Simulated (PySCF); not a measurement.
Worked example: GaH$_{2}$⁻, singlet against GaH2, doublet

Geometry (PBE0/def2-TZVP stationary point of a doublet), kept for both states (GaH2, doublet: A1; GaH2⁻, singlet: A1):

```
atom   x (Å)    y (Å)    z (Å)
  Ga  0.0000  -0.0222   0.0000
   H  0.0000   0.7688  -1.3831
   H  0.0000   0.7688   1.3831
```

Basis aug-cc-pVDZ; PySCF 2.14.0. Correlated methods freeze the noble-gas cores and the filled d shells of p-block atoms. R marks a restricted (for open shells ROHF) determinant. No spin–orbit coupling is included, and no scalar relativity.

Full CI isn't at hand for all of this; RCCSDT serves as the reference. It lacks quadruple excitations.

The highest occupied Kohn–Sham level of the anion is positive, up to +1.44 eV, so in those functionals the extra electron is held by the basis alone, which enters their differences from the reference.

| level | E(GaH2, doublet) (hartree) | E(GaH2⁻, singlet) (hartree) |
| --- | --- | --- |
| RCCSD(T) | -1924.405825 | -1924.428122 |
| PBE | -1925.654289 | -1925.682284 |
| B3LYP | -1926.009284 | -1926.039880 |
| RCCSDT | -1924.406304 | -1924.428850 |

**Question.** Give the vertical gap, GaH2⁻ singlet less GaH2 doublet, at each level in eV (1 hartree = 27.2114 eV), and each error against RCCSDT.

**Answer.** RCCSDT: (-1924.428850 − (-1924.406304)) × 27.2114 = -0.614 eV (the reference)
B3LYP: (-1926.039880 − (-1926.009284)) × 27.2114 = -0.833 eV, error -0.219 eV
PBE: (-1925.682284 − (-1925.654289)) × 27.2114 = -0.762 eV, error -0.148 eV
RCCSD(T): (-1924.428122 − (-1924.405825)) × 27.2114 = -0.607 eV, error 0.007 eV

Total energies of functionals can't be set beside those of wave-function methods, since they hold the core's correlation and their own absolute errors; only the differences compare.

In so small a basis the reference is far from its limit while semilocal and hybrid functionals are nearer theirs, so the functionals' errors here hold much of the reference's basis and frozen-core error, which can add to them or hide them.

Each level lands on the state that its own search finds. T1 diagnostics of restricted CCSD: 0.020 and 0.015.
